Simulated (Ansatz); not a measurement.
Mulliken charges of `COC(Cl)Cl` from PBE/def2-TZVPP in Ansatz (PBE0-D4/def2-TZVP geometry).

```tsv
atom	x (Å)	y (Å)	z (Å)	charge (e)
C1	0.480	-1.098	-0.361	-0.156
O2	0.338	0.278	-0.672	-0.178
C3	-0.444	0.960	0.196	0.102
Cl4	-0.822	2.524	-0.511	-0.074
Cl5	0.353	1.189	1.801	-0.139
H6	-0.500	-1.581	-0.280	0.093
H7	1.037	-1.540	-1.184	0.122
H8	1.030	-1.230	0.574	0.111
H9	-1.384	0.452	0.420	0.119
```

By hand: the dipole of these point charges (1 e Å = 4.8032 D).

Σ q r = (-0.139, -0.550, -0.073) e Å, of length 0.572 e Å = 2.75 D.

How does the dipole of the full density compare? (An estimate is asked.)

The calculation gave: (-0.111, -0.524, -0.074) e Å, 2.60 D; the point charges give 1.06 times that, at 2° from its direction.

Point charges leave out the atoms' own dipoles, such as those of lone pairs, and Mulliken's split depends on the basis, so the close match here is no proof of good charges.
